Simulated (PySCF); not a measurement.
Silanethione, H2SSi.
SMILES: `[SiH2]=S`

The calculation used PBE0/pcSseg-1 in PySCF (dipole) on a GFN2-xTB geometry, gas phase.

Take the most abundant isotopes and a rigid rotor. 

Task: What are A, B and C (MHz)?

Result: Ia = 2.82, Ib = 65.44, Ic = 68.26 u·Å²; 505379 MHz·u·Å²/I gives A = 179011, B = 7723, C = 7404 MHz.

Task: Classify the top.

Result: A near-prolate asymmetric top. Ray's parameter κ = (2B − A − C)/(A − C) = -0.996; −1 is the prolate and +1 the oblate limit.

Task: Is it planar, by Δ = Ic − Ia − Ib?

Result: Planar: Δ = Ic − Ia − Ib = 0.00 u·Å². For a rigid frame Δ = −2 Σ m c², so it vanishes when all atoms lie in the ab plane; here none is more than 0.01 Å from it.

Task: Give the coordinates in the principal-axis frame, origin at the centre of mass.

Result: The sense of each axis is arbitrary; atoms in the order of the calculation.
```json
{"atom": "Si1", "mass (u)": "27.977", "a (Å)": "-0.993", "b (Å)": "0.000", "c (Å)": "0.000"}
{"atom": "S2", "mass (u)": "31.972", "a (Å)": "0.985", "b (Å)": "0.000", "c (Å)": "0.000"}
{"atom": "H3", "mass (u)": "1.008", "a (Å)": "-1.836", "b (Å)": "1.184", "c (Å)": "-0.001"}
{"atom": "H4", "mass (u)": "1.008", "a (Å)": "-1.839", "b (Å)": "-1.183", "c (Å)": "-0.001"}
```

Task: List the rotational levels J(Ka,Kc) to J = 2 (cm⁻¹).

Result: Above 0(0,0):
J = 1: 1(0,1) 0.5046, 1(1,1) 6.2181, 1(1,0) 6.2288
J = 2: 2(0,2) 1.5137, 2(1,2) 7.2166, 2(1,1) 7.2486, 2(2,1) 24.3892, 2(2,0) 24.3892
Those of J = 1 are B + C, A + C and A + B.

Task: Which lines would a microwave search look for?

Result: The dipole components are |μa| = 3.04 D, |μb| = 0.00 D, |μc| = 0.00 D; the symmetry axis of this C2v structure is a, so μb and μc vanish by symmetry and there are no b-type or c-type lines. Some lines, for components of 0.1 D or more:

```
type  branch         J(Ka,Kc)    MHz  lower level (cm⁻¹)
   a       Q  1(1,0) ← 1(1,1)    319               6.218
   a       Q  2(1,1) ← 2(1,2)    958               7.217
   a       Q  3(1,2) ← 3(1,3)   1917               8.714
   a       R  1(0,1) ← 0(0,0)  15127               0.000
   a       R  2(1,2) ← 1(1,1)  29935               6.218
   a       R  2(0,2) ← 1(0,1)  30253               0.505
   a       R  2(1,1) ← 1(1,0)  30573               6.229
   a       R  3(1,3) ← 2(1,2)  44901               7.217
   a       R  3(0,3) ← 2(0,2)  45379               1.514
   a       R  3(2,2) ← 2(2,1)  45381              24.389
   a       R  3(2,1) ← 2(2,0)  45383              24.389
   a       R  3(1,2) ← 2(1,1)  45860               7.249
```

Task: Estimate the classical rotational partition function at 100 K, 200 K and 298.15 K.

Result: Point group C2v, symmetry number σ = 2; q = (√π/σ)·√((kT/h)³/(ABC)), k/h = 20836.6 MHz/K: 833 at 100 K, 2360 at 200 K, 4290 at 298.15 K.

Not checked by GFN2-xTB frequencies. These are rigid-rotor constants of the computed structure; measured ground-state constants (B0) also hold zero-point vibration.
